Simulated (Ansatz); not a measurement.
in.yaml

```yaml
crystal:
  periodic: [false, false, false]
  atoms:
    - {symbol: Al, position_ang: [0.000000, 0.000000, 3.074007]}
    - {symbol: Mg, position_ang: [0.000000, 0.000000, -3.526229]}
    - {symbol: H, position_ang: [0.000000, 3.219272, 5.199763]}
    - {symbol: H, position_ang: [0.000000, -3.219272, 5.199763]}
    - {symbol: H, position_ang: [0.000000, 0.000000, -7.657727]}
basis:
  gaussian: {orbitals: "6-31++G**"}
magnetization: {spin_polarized: false}
hamiltonian: {pseudopotentials: {relativity: none}}
correlation: {method: bccd, electrons: outside_noble_gas, diis_vectors: 1}
scf: {lower_state_search: light}
output: {forces: true}
```

```sh
$ ansatz run in.yaml --threads 1 --pin off --events-out ev --progress --plain --max-ram 2393MiB
```

The program prints:

```
522 factors; integrals over basis functions are off by at most 5.1e-4 eV
mean field evaluation 1: about -12041.0095 eV, gradient 1.5e1 eV
mean field evaluation 2: about -12041.0101 eV, gradient 1.5e1 eV
mean field evaluation 4: about -12041.7922 eV, gradient 1.0e1 eV
mean field evaluation 8: about -12041.7920 eV, gradient 1.0e1 eV
mean field evaluation 16: about -12045.6887 eV, gradient 1.1e-3 eV
mean field evaluation 32: about -12045.6695 eV, gradient 7.3e-1 eV
mean field evaluation 64: about -12038.6436 eV, gradient 1.5e-4 eV
mean field evaluation 96: about -12044.8655 eV, gradient 6.1e0 eV
mean field evaluation 128: about -12045.6390 eV, gradient 1.6e0 eV
mean field evaluation 160: about -12045.6427 eV, gradient 4.0e-1 eV
...
cycle 290  -12.09347063 eV  change    7.0e-3 eV  update   2.4e-2
cycle 291  -12.09641252 eV  change   -2.9e-3 eV  update   2.4e-2
cycle 292  -12.07797457 eV  change    1.8e-2 eV  update   2.5e-2
cycle 293  -12.07776973 eV  change    2.0e-4 eV  update   2.5e-2
cycle 294  -12.05920338 eV  change    1.9e-2 eV  update   2.5e-2
cycle 295  -12.06881108 eV  change   -9.6e-3 eV  update   2.6e-2
cycle 296  -12.03788626 eV  change    3.1e-2 eV  update   2.6e-2
cycle 297  -12.04004469 eV  change   -2.2e-3 eV  update   2.6e-2
cycle 298  -12.01328081 eV  change    2.7e-2 eV  update   2.6e-2
cycle 299  -12.02353672 eV  change   -1.0e-2 eV  update   2.6e-2
Error: not converged in 300 cycles: update norm 3.253e-2, energy change 1.828e-2 eV
```

The run gave no result to rely on (not converged).

Ran on 1 thread of Arm Neoverse V1, shared host: 37 s wall, 0.16 GiB peak host memory.
